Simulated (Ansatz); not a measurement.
Molecule: CH4S, charge 1, multiplicity 2. 
Coordinates optimised at B3LYP-D3(BJ)/def2-TZVP (Ansatz, a first-principles code):
```
C
H 1 1.0874
H 1 1.0973 2 111.66
H 1 1.0973 2 111.66 3 121.10
S 1 1.7780 2 107.97 3 -119.45
H 5 1.3584 1 98.44 2 180.00
```
Charge +1, spin multiplicity 2.

Basis-set convergence of Hartree-Fock and CCSD correlation energies (hartree) with Ansatz. Correlated levels leave the core frozen unless marked. Open shells are spin-unrestricted. No spin-orbit coupling. Non-relativistic.

```
basis            functions       E(HF)  E(corr, CCSD)
---------------  ---------  ----------  -------------
aug-cc-pV(D+d)Z         91  -437.42928       -0.30701
aug-cc-pV(T+d)Z        193           ?              ?
```

What belongs in the gaps?


- aug-cc-pV(T+d)Z, E(HF): -437.45557
- aug-cc-pV(T+d)Z, E(corr, CCSD): -0.36503
